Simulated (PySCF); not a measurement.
Species: C₃H₃F₃.
Bonds: C1–C2 (double), C2–F3, C2–C4, C4–F5, C4–F6. Hydrogens: H7, H8 on C1; H9 on C4.

Computed with PySCF at CAM-B3LYP/def2-SVPD, non-relativistic, on one gas-phase PBE0-D3(BJ)/def2-SVP geometry that isn't relaxed in the solvent. The solvent is an IEF-PCM continuum (van der Waals radii × 1.2), and excitations are vertical TDDFT with non-equilibrium linear response and a frozen core. Only the electrostatic response of the medium enters.

Gas-phase singlets (H = HOMO, L = LUMO):

| state | E (eV) | λ (nm) | f | leading configurations |
| --- | --- | --- | --- | --- |
| S1 | 7.209 | 172 | 0.311 | H→L 97% |
| S2 | 7.858 | 158 | 0.040 | H→L+1 77%, H→L+2 12% |
| S3 | 7.994 | 155 | 0.001 | H-1→L 92% |
| S4 | 8.258 | 150 | 0.001 | H→L+3 58%, H→L+4 16% |
| S5 | 8.757 | 142 | 0.001 | H→L+2 78%, H→L+3 13% |

How does the list change in chloroform (ε = 4.711)?

```tsv
state	E (eV)	λ (nm)	f	leading configurations	change by rank (eV)
S1	7.061	176	0.372	H→L 98%	-0.148
S2	7.798	159	0.052	H→L+1 75%, H→L+2 21%	-0.060
S3	8.020	155	0.000	H-1→L 94%	+0.026
S4	8.276	150	0.002	H→L+2 36%, H→L+3 23%	+0.018
S5	8.841	140	0.003	H→L+3 71%, H→L+2 20%	+0.084
```

The ground-state energy changes by -0.117 eV from gas to chloroform. By how much does the total energy of gas-phase S1 change?

E(S1) = E(S0) + excitation energy, so it changes by -0.117 − 0.148 = -0.265 eV: it is lowered more than the ground state, which is what a red shift means. This is the vertical state, with the slow part of the continuum still set for S0.

How do the frontier levels move from gas to chloroform?

```
orbital  gas (eV)  solvent (eV)  change (eV)
 LUMO+2      1.97          2.16        +0.19
 LUMO+1      1.36          1.47        +0.11
   LUMO      0.38          0.56        +0.18
   HOMO     -9.62         -9.47        +0.15
 HOMO-1    -11.74        -11.61        +0.13
 HOMO-2    -13.30        -13.20        +0.10
 HOMO-3    -13.58        -13.41        +0.17
```

The HOMO–LUMO gap goes from 10.01 to 10.03 eV. Rows go by rank; for HOMO-3, HOMO-2 and LUMO+2 the atom shares or the degeneracy differ between the runs, so the row needn't follow one orbital.

The values belong to the conformer `[CH2:1]=[C:2]([F:3])[CH:4]([F:5])[F:6]`: C1–C2–C4–F5 54°.
